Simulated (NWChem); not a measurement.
Basis-set dependence for nitrogen (N$_{2}$)

```
N
N 1 1.1004
```
Charge 0, spin multiplicity 1.

All runs are NWChem calculations. The geometry was optimised at B3LYP/def2-SVP, a minimum by its harmonic frequencies.

Hartree-Fock energies in Ha, correlation energies in mHa.

The correlated methods keep 2 core orbitals frozen. The Pople sets run with spherical d functions. Coupled-cluster values serve here as a point of comparison, not as the truth.

| basis | functions | RHF | MP2 | SCS-MP2 | CCSD | CCSD+T(CCSD) | CCSD(T) | CR-CCSD[T] | CR-CCSD(T) | CCSDT |
|---|---|---|---|---|---|---|---|---|---|---|
| 6-31G* | 28 | -108.94149 | -306.1 | -296.4 | -309.0 | -321.4 | -320.8 | -319.0 | -318.5 | -320.9 |
| def2-SVP | 28 | -108.85171 | -310.2 | -300.5 | -311.9 | -324.9 | -324.1 | -322.4 | -321.8 | -324.2 |
| def2-TZVP | 62 | -108.98755 | -373.0 | -364.7 | -371.4 | -390.7 | -389.9 | -387.1 | -386.4 | not run |
| def2-QZVP | 114 | -108.99175 | -398.4 | -392.0 | -392.7 | -413.8 | -412.9 | -409.9 | -409.2 | not run |

From def2-TZVP to def2-QZVP the Hartree-Fock energy moves by -4.2 mHa and the MP2 correlation energy by -25.4 mHa, which is 6 % of its value in the larger set.
